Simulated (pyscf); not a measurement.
Single points on ωB97X-D3(BJ)/def2-SVP structures (PySCF, gas phase). MP2 and CC: frozen core, UHF for open shells. ΔMP2 is the change of the MP2 total energy from the triple- to the quadruple-zeta basis.

SMILES: [ZnH2]
```xyz
3

Zn    -0.4798    -0.4463     0.5691
H     -0.4229     0.5490     1.7532
H     -0.5366    -1.4415    -0.6149
```
Charge 0, spin multiplicity 1.

**Question.** How much does it cost (ΔH, 298 K, CCSD(T)/def2-TZVPP + ΔMP2(QZVPP)) to split `[ZnH2]` at its H–Zn bond into ZnH• + H•?

**Answer.** H–Zn to ZnH• + H•: 80.6 kcal/mol. The CCSD(T) − MP2 part came from Ansatz, without density fitting, on the same reference. The frozen core leaves the outer d or s,p core shells of the metals and heavy elements correlated in the MP2 and CC values, and def2-TZVPP describes them poorly, which can shift differences by a few kcal/mol. Elements up to Kr have no core potential and no relativistic terms here.
